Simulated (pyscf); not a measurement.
Structures and frequencies: ωB97X-D3(BJ)/def2-SVP in PySCF.

Estimate by transition-state theory (the high-pressure limit) the rate constant of H₃Si–N(SiH₃)–SiH₃ -> SiH₄ + H₂Si=N–SiH₃ (singlet surface; N–Si, H–Si broken, H–Si formed) at 1200 K, with ωB97M-D3(BJ)/def2-TZVP energies (ideal gas, 1 atm, RRHO with modes under 100 cm⁻¹ raised to 100, one conformer, R ln 2 for chiral ones without a mode under 150 cm⁻¹; no tunnelling).

The electronic barrier is 61.2 kcal/mol and the thermal terms add -0.3, so ΔG‡ = 60.9 kcal/mol. With k_BT/h = 2.50e+13 s⁻¹ and RT = 2.385 kcal/mol, k = 2.0e+02 s⁻¹, a half-life of 3.5e-03 s through this channel alone. Wigner's tunnelling factor for 242i cm⁻¹ would be 1.00. A shift of 1 kcal/mol in the barrier changes k by a factor 1.5. On the product side the descent ends in a complex, 5.0 kcal/mol under the separated species and 2.5 kcal/mol under the saddle at ωB97X-D3(BJ)/def2-TZVP. At the saddle there is also a short Si–Si contact that neither side keeps. At ωB97X-D3(BJ)/def2-TZVP the barrier from the zero used here is 63.7 kcal/mol. H₂Si=N–SiH₃ lies 10.1 kcal/mol over its isomer :HSi–NH–SiH₃ [singlet] (electronic energy, ωB97M-D3(BJ)/def2-TZVP). One saddle was located; it need not be the lowest between these sides.
